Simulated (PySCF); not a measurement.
Here is a computed B3LYP/def2-TZVP geometry (Å):
```
atom  x, y, z in Å
C1    -0.4906   -0.0326    0.2046
C2     0.7542   -0.0569   -0.1986
O3     1.8567   -0.0774   -0.5566
H4    -1.0752   -0.9392    0.1848
H5    -0.9211    0.8935    0.5529
```

Charge 0, singlet.

(1) Read off the bonds between heavy atoms and their formal orders.

(2) Give the structure as a SMILES string.

(3) Name the point group.

(4) Classify the heavy atoms.

(5) What is the arrangement about C1?

(6) What is the arrangement about C2?

## Answers

(1) C1–C2 1.31 Å (double); C2–O3 1.16 Å (double). Bonds to hydrogen (Å): C1–H4 1.08; C1–H5 1.08.

(2) `C=C=O`, C2H2O, ketene.

(3) C2v (every atom within 0.08 Å of its image).

(4) C1: outer carbon of cumulated double bonds; C2: central carbon of a ketene; O3: oxygen bonded to C.

(5) It has 3 neighbours (C2, H4, H5) and is planar (angles 120.7°, 119.7° and 119.6°, sum 360.0°, 0.00 Å off the plane of its three neighbours).

(6) It has 2 neighbours (C1, O3) and is linear (angle 179.9°).
